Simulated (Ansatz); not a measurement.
# Worked example: Ge2H⁺ (H-bridged), triplet against Ge2H (H-bridged), doublet

Geometry (PBE0/def2-TZVP stationary point of a doublet), kept for both states (Ge2H (H-bridged), doublet: B1; Ge2H⁺ (H-bridged), triplet: B1):

```yaml
atoms:
  - { symbol: Ge, position_ang: [0.0000, -0.4466, 1.1824] }
  - { symbol: Ge, position_ang: [0.0000, -0.4466, -1.1824] }
  - { symbol: H, position_ang: [0.0000, 0.8933, 0.0000] }
```

Basis cc-pVDZ; Ansatz 0.2.0. Correlated methods freeze the noble-gas cores and the filled d shells of p-block atoms. R marks a restricted (for open shells ROHF) determinant, U an unrestricted one. No spin–orbit coupling is included, and no scalar relativity.

Full CI isn't at hand for all of this; UCCSDTQ serves as the reference, and is uncertain by about the last step of the cluster series.

```csv
level,"E(Ge2H (H-bridged), doublet) (hartree)","E(Ge2H⁺ (H-bridged), triplet) (hartree)"
UHF,-4151.199044,-4150.948226
UMP2,-4151.344990,-4151.071092
UCCSD(T),-4151.382713,-4151.109169
PBE,-4153.866174,-4153.586421
PBE0,-4153.966887,-4153.685098
UCCSDTQ,-4151.384633,-4151.111171
```

**Question.** Give the vertical gap, Ge2H⁺ (H-bridged) triplet less Ge2H (H-bridged) doublet, at each level in eV (1 hartree = 27.2114 eV), and each error against UCCSDTQ.

**Answer.** UCCSDTQ: (-4151.111171 − (-4151.384633)) × 27.2114 = 7.441 eV (the reference)
PBE0: (-4153.685098 − (-4153.966887)) × 27.2114 = 7.668 eV, error 0.227 eV
PBE: (-4153.586421 − (-4153.866174)) × 27.2114 = 7.612 eV, error 0.171 eV
UCCSD(T): (-4151.109169 − (-4151.382713)) × 27.2114 = 7.444 eV, error 0.003 eV
UMP2: (-4151.071092 − (-4151.344990)) × 27.2114 = 7.453 eV, error 0.012 eV
UHF: (-4150.948226 − (-4151.199044)) × 27.2114 = 6.825 eV, error -0.616 eV

Total energies of functionals can't be set beside those of wave-function methods, since they hold the core's correlation and their own absolute errors; only the differences compare.

In so small a basis the reference is far from its limit while semilocal and hybrid functionals are nearer theirs, so the functionals' errors here hold much of the reference's basis and frozen-core error, which can add to them or hide them.

Each level lands on the state that its own search finds. T1 diagnostics of restricted CCSD: 0.018 and 0.027.
